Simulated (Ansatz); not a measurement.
# CH2Si+ (quartet): wave-function methods side by side, def2-TZVPP

The task here is to estimate one member of a computed series from the others.

Computed with Ansatz 0.2.0, Gaussian basis. Level: def2-TZVPP, core rule «outside noble gas», up to 6 orbitals frozen.

The runs, in order: UHF; ROHF; CCSD(T) on UHF.

2 further runs of the same task are left out: 2 set aside as unsound or not needed.

### The geometry

The geometry is a PBE0/def2-TZVP stationary point (not a proven minimum) of the parent state, kept for this charge and spin.

4 atoms, charge 1, spin multiplicity 4.

Atoms are counted from 1 here; the program's logs count them from 0.

Bond lengths: Si1–C2 1.820 Å, Si1–H3 1.492 Å, Si1–H4 1.492 Å. Angles: C2–Si1–H3 125.7°, C2–Si1–H4 125.7°, H3–Si1–H4 108.7°.

Set-up of the first run:

in.yaml reads:

```yaml
crystal:
  periodic: [false, false, false]
  atoms:
    - {symbol: Si, position_ang: [0.000000, 0.000000, 0.477506]}
    - {symbol: C, position_ang: [0.000000, 0.000000, -1.342750]}
    - {symbol: H, position_ang: [0.000000, 1.212489, 1.347482]}
    - {symbol: H, position_ang: [0.000000, -1.212489, 1.347482]}
basis:
  gaussian: {orbitals: def2-TZVPP}
total_charge: 1
magnetization: {spin_polarized: true, initial_magnetization: 3}
hamiltonian: {xc: hf}
output: {orbitals: {seedname: orbitals}}
```

Run with:

```console
> ansatz run in.yaml --threads 1 --pin off --events-out ev --progress --plain --max-ram 4096MiB --backend cpu
```

Steps of the session up to this table: UHF; ROHF; CCSD(T) on UHF.

One of the session's tables, all rows but one given; the rest of the session is left out.

| method | from UCCSD(T) (meV) |
| --- | --- |
| ROHF | +5490.0 |
| UHF | +5447.6 |
| UMP2 | +1089.5 |
| UCCSD | ? |
| UCCSD(T) | 0 |

**Question.** Estimate the row for UCCSD.

**Answer.** from UCCSD(T) (meV): +174.8. In the column «from UCCSD(T) (meV)» it lies between UCCSD(T) (0) and UMP2 (+1089.5).
